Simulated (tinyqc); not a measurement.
Worked calculation: CIS on RHF in the sto-3g basis, for H2O, spin multiplicity 1. One step of it, computed by the program tinyqc.

Task: CIS singlet states. Diagonalise A (1 hartree = 27.211386 eV); each vector has its largest component positive (the first on a tie). The transition dipole is mu = sqrt2 sum c_ia <i|r|a>.

CIS matrix A, singlet (hartree), lower triangle:
```
,1>6,1>7,2>6,2>7,3>6,3>7,4>6,4>7,5>6,5>7
1>6,20.067157
1>7,0.000000,20.124453
2>6,0.020204,0.000000,1.392760
2>7,0.000000,0.047856,0.000000,1.463459
3>6,0.000000,-0.002275,0.000000,-0.031092,0.751080
3>7,-0.021859,0.000000,0.053809,0.000000,0.000000,1.022997
4>6,-0.019905,0.000000,0.068360,0.000000,0.000000,0.110064,0.587289
4>7,0.000000,-0.028874,0.000000,-0.017509,0.044196,0.000000,0.000000,0.676992
5>6,0.000000,0.000000,0.000000,0.000000,0.000000,0.000000,0.000000,0.000000,0.433073
5>7,0.000000,0.000000,0.000000,0.000000,0.000000,0.000000,0.000000,0.000000,0.000000,0.524080
```

dipole integrals <i|r|a> (bohr):
```
,x,y,z
1>6,0.000000,0.000000,0.042043
1>7,0.000000,0.056622,0.000000
2>6,0.000000,0.000000,-0.075647
2>7,0.000000,-0.135728,0.000000
3>6,0.000000,-0.908059,0.000000
3>7,0.000000,0.000000,-0.614907
4>6,0.000000,0.000000,-0.448607
4>7,0.000000,-0.688866,0.000000
5>6,0.078290,0.000000,0.000000
5>7,0.000000,0.000000,0.000000
```

Give: singlet excitation energies; lowest vectors; oscillator strengths 2/3 w |mu|^2.

Result:

singlet excitation energies (eV): 11.7845  14.2610  15.1708  17.8596  20.9493  28.2006  38.3438  39.8692  546.0570  547.6188

lowest vectors:
```
,state 1,state 2,state 3,state 4,state 5,state 6
1>6,0.0000,0.0000,0.0008,0.0000,0.0000,0.0015
1>7,0.0000,0.0000,0.0000,0.0013,0.0006,0.0000
2>6,0.0000,0.0000,-0.0653,0.0000,0.0000,-0.1849
2>7,0.0000,0.0000,0.0000,0.0033,0.0512,0.0000
3>6,0.0000,0.0000,0.0000,-0.4218,0.9056,0.0000
3>7,0.0000,0.0000,-0.2224,0.0000,0.0000,0.9607
4>6,0.0000,0.0000,0.9728,0.0000,0.0000,0.2072
4>7,0.0000,0.0000,0.0000,0.9067,0.4211,0.0000
5>6,1.0000,0.0000,0.0000,0.0000,0.0000,0.0000
5>7,0.0000,1.0000,0.0000,0.0000,0.0000,0.0000
```

oscillator strengths 2/3 w |mu|^2: 0.0035  0.0000  0.0645  0.0512  1.2860  0.6196
